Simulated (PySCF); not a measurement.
Gas-phase reaction: 2 BH + 2 N + 3 H₂ → 2 H₂BNH₂

Computed with PySCF and rigid-rotor harmonic-oscillator thermochemistry at 1 bar. † marks an energy on the PBE0/def2-TZVP geometry and frequencies. Open shells (unrestricted): N (multiplicity 4); the rest are closed-shell singlets. B3LYP is the form with VWN-RPA correlation. H₂BNH₂: computed as isolated molecules; such fragments, hydroxides, amides, oligomers or adducts are transient or little studied in the gas. The harmonic model lacks anharmonicity and excited electronic states, which grow with temperature; levels with a mode under 35 cm⁻¹ are left out.

ΔH° and ΔS° at 298 K: B3LYP/def2-TZVP† -2034 kJ, -585 J/K; BLYP/def2-TZVP† -2033 kJ, -585 J/K; M06-2X/def2-TZVP† -2029 kJ, -585 J/K.

### Question
With the heat capacities included, give log10 K (1 bar) at 800, 1200, 1400, 1800, 2000 K from B3LYP/def2-TZVP†, BLYP/def2-TZVP†, M06-2X/def2-TZVP†.

### Answer
```tsv
T (K)	B3LYP/def2-TZVP†	BLYP/def2-TZVP†	M06-2X/def2-TZVP†
800	101.0	100.9	100.7
1200	56.1	56.1	55.9
1400	43.3	43.3	43.1
1800	26.3	26.2	26.1
2000	20.3	20.3	20.2
```
